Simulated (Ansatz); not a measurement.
# B2H5N: the cost of one run

All numbers below are computed with Ansatz 0.2.0 (RKS PBE-D4/def2-SVP).

## Step 1: Starting point

Bond lengths: B1–N2 1.484 Å, N2–B3 1.505 Å, B1–H4 1.137 Å, B1–H5 1.215 Å, N2–H6 1.061 Å, B3–H7 1.242 Å, B3–H8 1.138 Å. Angles: B1–N2–B3 104.6°, B1–N2–H6 106.7°, B3–N2–H6 108.2°, N2–B1–H4 122.5°, N2–B1–H5 122.1°, H4–B1–H5 115.3°, N2–B3–H7 119.5°, N2–B3–H8 124.0°, H7–B3–H8 116.5°.

Structure file:

```xyz
8

B    -0.7808    0.5932   -0.6566
N    -0.1967    0.3592    0.6869
B     0.6213   -0.8944    0.5329
H    -1.5922   -0.0718   -1.0946
H    -0.4626    1.5445   -1.3421
H     0.4667    1.1658    0.8756
H     1.8612   -0.8237    0.5627
H     0.1752   -1.9300    0.3793
```

## Step 2: Relaxing end A

Input file input.yaml:

```yaml
crystal:
  periodic: [false, false, false]
  atoms:
    - { symbol: B, position_ang: [-0.7808, 0.5932, -0.6566] }
    - { symbol: "N", position_ang: [-0.1967, 0.3592, 0.6869] }
    - { symbol: B, position_ang: [0.6213, -0.8944, 0.5329] }
    - { symbol: H, position_ang: [-1.5922, -0.0718, -1.0946] }
    - { symbol: H, position_ang: [-0.4626, 1.5445, -1.3421] }
    - { symbol: H, position_ang: [0.4667, 1.1658, 0.8756] }
    - { symbol: H, position_ang: [1.8612, -0.8237, 0.5627] }
    - { symbol: H, position_ang: [0.1752, -1.93, 0.3793] }
basis:
  gaussian: { orbitals: def2-SVP }
hamiltonian:
  xc: pbe
  dispersion: d4
relax:
  f_tol: 0.015
  max_steps: 40
```

The run is started by

```bash
> ansatz run input.yaml --threads 1 --pin off --max-ram 2048MiB --backend cpu --events-out ev --progress --plain --runs-dir out
```

**Question.** How long does this run take on 1 thread of Arm Neoverse V1, shared host, and how much memory does it need?

About 11 s, with a peak of 0.11 GiB.
